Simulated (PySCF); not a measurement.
tert-butylazomethine, C5H11N.
SMILES: `C=NC(C)(C)C`

Computed, not measured: PySCF, TDDFT PBE0/def2-SVPD, vertical, gas phase, core orbitals frozen in the response. Isolated species at its GFN2-xTB geometry, gas phase. Torsions of this conformer, `[CH2:1]=[N:2][C:3]([CH3:4])([CH3:5])[CH3:6]`: C1–N2–C3–C4 -128°.

Computed singlets with f of 0.002 or more:

| state | E (eV) | f |
| --- | --- | --- |
| S3 | 7.37 | 0.023 |
| S4 | 7.68 | 0.186 |
| S5 | 7.69 | 0.088 |
| S6 | 7.82 | 0.012 |

Task: Turn these into Einstein A coefficients, radiative lifetimes, transition dipoles and integrated cross-sections.

Result: Relations used (vacuum, state to state): A = 0.6670 f ν̃² s⁻¹ (ν̃ in cm⁻¹); τ = 1/A; f = (2/3) ΔE |μ|² in atomic units; ∫σ dE = 109.76 f Mb·eV.

| state | A (s⁻¹) | τ | \|μ\| (D) | ∫σ dE (Mb·eV) |
| --- | --- | --- | --- | --- |
| S3 | 5.5×10⁷ | 18 ns | 0.91 | 2.6 |
| S4 | 4.8×10⁸ | 2.1 ns | 2.53 | 20 |
| S5 | 2.3×10⁸ | 4.4 ns | 1.74 | 9.7 |
| S6 | 3.3×10⁷ | 30 ns | 0.65 | 1.4 |

Leading configurations: S3 H→L+2 (94%); S4 H-1→L (81%); S5 H→L+3 (90%); S6 H-2→L (95%) (H = HOMO, L = LUMO).

Only emission to the ground state at the vertical energy is counted.

Task: Suppose S3 emitted 0.3 eV lower with the same transition dipole. How would A change?

Result: At fixed |μ|, A goes as the cube of the energy: (7.07/7.37)³ = 0.88, which makes τ about 21 ns.

Task: How much energy does a mole of photons resonant with S4 carry?

Result: 7.684 eV × 96.485 = 741 kJ/mol (177 kcal/mol).

Task: What is the integrated cross-section of all computed states together?

Result: Σf = 0.314 over S1 to S6, so 109.76 × Σf ≈ 34.5 Mb·eV.

Time: 31 s; peak memory 0.82 GiB. Hardware: an Intel Xeon Platinum 8259CL at 2.50 GHz with one thread, shared host.
